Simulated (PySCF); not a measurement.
silicon monoxide (OSi), SMILES O=[Si] (connectivity only; charge and spin as stated), neutral, multiplicity 1. Atoms are numbered in the order given.

```xyz
2

Si     0.0000     0.0000    -0.5503
O      0.0000     0.0000     0.9630
```
Charge 0, spin multiplicity 1.

Geometry: B3LYP-D3(BJ)/def2-TZVPD.

Method: PySCF with B3LYP-D3(BJ)/def2-TZVPD.

Frequencies are harmonic and unscaled.

Q: Estimate the vibrational spectrum. (Estimate from the structure and the level; the computed values follow.)

A: 
```csv
mode,ν (cm⁻¹),IR (km/mol),Raman (Å⁴/amu),depolarisation,moving atoms (share of kinetic energy)
1,1253,56.4,33.4,0.16,"O 64 %, Si 36 %"
```
